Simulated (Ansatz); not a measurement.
Relaxation of C2H4Cl2 (8 atoms, charge 0, multiplicity 1), to a largest force component of 0.02 eV/Å in at most 40 steps.

The calculation used UKS B3LYP-D4/STO-3G (Ansatz 0.2.0).

```xyz
8
Properties=species:S:1:pos:R:3:forces:R:3
C 0.248 0.739 0.007 -1.96 4.64 -1.10
C -0.202 -0.678 0.132 1.71 0.81 1.69
Cl 1.070 -1.728 -0.481 2.60 -2.04 -0.76
Cl -1.625 -0.982 -0.771 -4.11 -0.56 -1.96
H 0.386 1.051 -1.067 0.15 -0.60 0.87
H -0.587 1.456 0.381 1.35 -1.42 -0.41
H 1.139 0.996 0.568 0.70 -0.31 0.40
H -0.339 -0.911 1.175 -0.44 -0.53 1.26
```

Question: Where does it end, and by what steps?

Answer: The forces met the threshold. Limits of this set-up: minimal basis. After 4 steps the energy has fallen by 0.690 eV; Cl4 moved furthest, 0.13 Å.

```tsv
step	energy less start (eV)	largest force component (eV/Å)	accepted
0	0.0000	4.645	yes
1	-0.6105	1.384	yes
2	-0.6860	0.277	yes
3	-0.6897	0.073	yes
4	-0.6902	0.006	yes
```

```xyz
8
Properties=species:S:1:pos:R:3
C 0.233 0.820 -0.010
C -0.180 -0.669 0.135
Cl 1.172 -1.777 -0.473
Cl -1.755 -0.996 -0.780
H 0.410 1.066 -1.068
H -0.574 1.459 0.384
H 1.155 0.997 0.566
H -0.368 -0.957 1.190
```

Whether the end is a true minimum wasn't checked by a vibrational analysis.

Time of the run: 21 s on 1 thread of Arm Neoverse N1, on a shared host, peak memory 0.12 GiB.
